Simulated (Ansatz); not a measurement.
Compare A (`CNC1C=N1`) with its isomer B (`C=NC(=C)N`).

Calculated with Ansatz (gas phase, PBE0-D4/def2-TZVP geometries, no zero-point term in ΔE). CCSD(T)/CBS adds triple-zeta CCSD(T) − MP2 to the extrapolated MP2 energy (def2 sets, frozen cores). DFT in def2-TZVPP. B3LYP here is the variant with VWN-RPA as its local correlation; programs differ in this. One conformer a species, not always the lowest.

(1) Which isomer does CCSD(T)/CBS put lower? Give the gap. (Estimate.)

(2) Give E(B) − E(A) in kJ/mol with PBE0-D4, PBE-D4, B3LYP-D4, r2SCAN-D4, MP2/def2-TZVPP, CCSD/def2-TZVPP, B2PLYP. (Best estimate.)

Largest T1 diagnostic: 0.013.

## Answers

(1) The calculation gave: B, by 113.8 kJ/mol.

(2) Ansatz gave: PBE0-D4 -111.7, PBE-D4 -114.2, B3LYP-D4 -128.2, r2SCAN-D4 -119.6, MP2/def2-TZVPP -104.3, CCSD/def2-TZVPP -111.7, B2PLYP -119.2. None reverses the order clearly.

In def2-TZVPP, CCSD(T) changes the Hartree–Fock value by +17.2 kJ/mol (the triples alone add +0.2 kJ/mol) and MP2 by +24.4 kJ/mol.
